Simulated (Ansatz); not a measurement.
# Redistribution: C5H10 + C4H9N → C5H11N + C4H8

Gas-phase species: C5H10 (cyclopentane) `C1CCCC1`, singlet; C4H9N (cyclobutylamine) `NC1CCC1`, singlet; C5H11N (cyclopentylamine) `NC1CCCC1`, singlet; C4H8 `C1CCC1`, singlet. The partners trade H for NH2; both sit on C, so the bond types are kept.

Shapes, held fixed at every level: PBE0-D4/def2-TZVP. Flexible molecules stand in one conformer, not always the lowest. Programs: Ansatz 0.2.0. Electronic energies: no zero-point or thermal term.

(1) Estimate ΔE of this reaction.

Answers

(1) The highest level, CCSD(T)/CBS estimate, gives ΔE = +3.6 kJ/mol; the levels span +3.6 to +4.9. That is about zero within the method's error. The column of differences is taken from that level and isn't an error. No measured value is set beside it here. The CBS estimate extrapolates MP2 from def2-TZVPP and def2-QZVPP and adds CCSD(T) − MP2 in the triple-zeta set, cores frozen.

| level | kind | ΔE (kJ/mol) | less CCSD(T)/CBS estimate |
| --- | --- | --- | --- |
| HF/def2-SVP | Hartree–Fock | +4.9 | +1.3 |
| r2SCAN0-D4/def2-TZVPP | global hybrid | +4.2 | +0.6 |
| wB97X-V/def2-TZVPP | range-separated hybrid | +3.7 | +0.1 |
| MP2/def2-SVP | perturbation theory | +4.2 | +0.6 |
| CCSD(T)/def2-SVP | coupled cluster or CI | +3.8 | +0.2 |
| CCSD(T)/def2-TZVPP | coupled cluster or CI | +3.6 | 0.0 |
| CCSD/def2-TZVPP | coupled cluster or CI | +3.7 | +0.1 |
| CCSD(T)/CBS estimate | coupled cluster or CI | +3.6 | 0.0 |
